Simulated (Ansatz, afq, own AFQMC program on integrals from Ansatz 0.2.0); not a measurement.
**H₂Br, doublet: AFQMC among the cluster methods**

```xyz
3

Br    0.0000    0.0000   -1.3260
H     0.0000    0.0000    0.2120
H     0.0000    0.0000    1.1140
```

Basis cc-pVTZ. Only valence electrons are correlated. AFQMC by an in-house program on the Cholesky factors that Ansatz 0.2.0 writes for its CCSD(T) run. ph-AFQMC/CISD is guided by a CISD state made of CCSD amplitudes; releasing the constraint for a short imaginary time cuts its bias at the price of noise, slowly where states lie close. ± is one standard error of the sampling. No spin–orbit coupling.

Determinant: UHF, the one that the program's search chose, which needn't be the lowest solution. The geometry is a point of a scan.

No full CI on the walks' own integrals is used here; CCSDT(Q) serves as the reference and is uncertain by about the last step of the cluster series.

Cautions: no relativity below Rb; no spin-orbit coupling; inner d shell frozen; the released energies have errors that jump between times, so the bars are unsure, so no released level is given (meV from the phaseless value at times in 1/Eh: -3 ± 3 at 0.24, -3.3 ± 2.1 at 0.51, -14 ± 6 at 0.99, -4.7 ± 1.5 at 1.62, -4.6 ± 2.2 at 2.40), though the last usable value meets CCSDT(Q) within the noise.

```
T1 diagnostic                               : 0.0135
weight of the determinant in the CISD state : 0.910
⟨S²⟩ of the determinant                     : 0.788
size of the correlated space                : 9 electrons in 57 orbitals
```

```csv
level,correlation energy (eV)
MP2,-4.9530
CCSD,-5.6162
CCSD(T),-5.8033
```

**Question.** Estimate where phaseless AFQMC with a CISD trial lies against CCSD(T) on the same integrals.

**Answer.** 0.69 ± 0.10 mEh below CCSD(T).

Reference: CCSDT(Q), correlation energy -5.828 eV.

| level | E − E(reference) (mEh) | share of correlation (%) |
| --- | --- | --- |
| CCSD(T) | 0.90 | 99.58 |
| CCSDT | 0.24 | 99.89 |
| ph-AFQMC/CISD | 0.21 ± 0.10 | 99.90 |

A walk keeps the symmetry of its determinant, which the program's search chose and which needn't be the lowest solution, so a lower state of the same spin and another symmetry isn't excluded.
